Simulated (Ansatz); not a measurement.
The input, for Ansatz 0.2.0:

```yaml
crystal:
  periodic: [false, false, false]
  atoms:
    - {symbol: B, position_ang: [0.000000, 0.081342, 0.787618]}
    - {symbol: C, position_ang: [0.000000, -0.124035, -0.580001]}
    - {symbol: H, position_ang: [0.000000, 0.605555, -1.536509]}
basis:
  gaussian: {orbitals: cc-pVDZ}
correlation: {method: fic_mrcisd_q, electrons: outside_noble_gas, active_space: {window: {electrons: 2, orbitals: 2}}}
```

```sh
$ ansatz run in.yaml --threads 1 --pin off --events-out ev --progress --plain --max-ram 2393MiB
```

Problem. Roughly how long does this take on 1 thread of Intel Xeon 6975P-C, shared host, and how much host memory?

Solution. 0.48 s wall and 0.09 GiB.

```
310 factors; integrals over basis functions are off by at most 1.2e-3 eV
mean field evaluation 1: about -1707.7630 eV, gradient 2.4e1 eV
mean field evaluation 2: about -1707.7650 eV, gradient 2.4e1 eV
mean field evaluation 4: about -1710.1441 eV, gradient 3.2e0 eV
mean field evaluation 8: about -1710.4099 eV, gradient 4.2e-1 eV
mean field evaluation 16: about -1710.4231 eV, gradient 9.3e-1 eV
mean field evaluation 32: about -1710.4144 eV, gradient 5.2e-1 eV
mean field evaluation 64: about -1710.3168 eV, gradient 2.2e0 eV
mean field -1710.43452888 eV, -62.8573095620 hartree, gradient 1.7e-6 eV, S^2 0.000000; 10 other end points of the search recorded, 0 dependent functions left out; unrestricted orbitals would lower it
reference -1710.41871769 eV, -62.8567285118 hartree; 6, 6 occupied and 27, 27 virtual orbitals, 310 factors
state -1712.27605467 eV, -62.9249843866 hartree
contracted CI cycle   1: correlation 0.00000000 eV, 0.0000000000 hartree, residual 1.75e1 eV
contracted CI cycle   2: correlation -4.65589692 eV, -0.1711010560 hartree, residual 2.97e0 eV
contracted CI cycle   3: correlation -4.84490022 eV, -0.1780467990 hartree, residual 1.02e0 eV
contracted CI cycle   4: correlation -4.86778718 eV, -0.1788878793 hartree, residual 3.73e-1 eV
contracted CI cycle   5: correlation -4.87080988 eV, -0.1789989616 hartree, residual 1.30e-1 eV
contracted CI cycle   6: correlation -4.87119200 eV, -0.1790130041 hartree, residual 4.72e-2 eV
contracted CI cycle   7: correlation -4.87125004 eV, -0.1790151371 hartree, residual 2.21e-2 eV
contracted CI cycle   8: correlation -4.87126565 eV, -0.1790157107 hartree, residual 1.24e-2 eV
contracted CI cycle   9: correlation -4.87127094 eV, -0.1790159052 hartree, residual 7.48e-3 eV
contracted CI cycle  10: correlation -4.87127266 eV, -0.1790159685 hartree, residual 4.13e-3 eV
contracted CI cycle  11: correlation -4.87127316 eV, -0.1790159867 hartree, residual 1.95e-3 eV
contracted CI cycle  12: correlation -4.87127325 eV, -0.1790159900 hartree, residual 7.12e-4 eV
contracted CI cycle  13: correlation -4.87127326 eV, -0.1790159904 hartree, residual 2.49e-4 eV
state -1712.27605467 eV, -62.9249843866 hartree; corrected -1717.68066245 eV, -63.1236000594 hartree
Total energy: -1717.68066245 eV, -63.1236000594 hartree
```
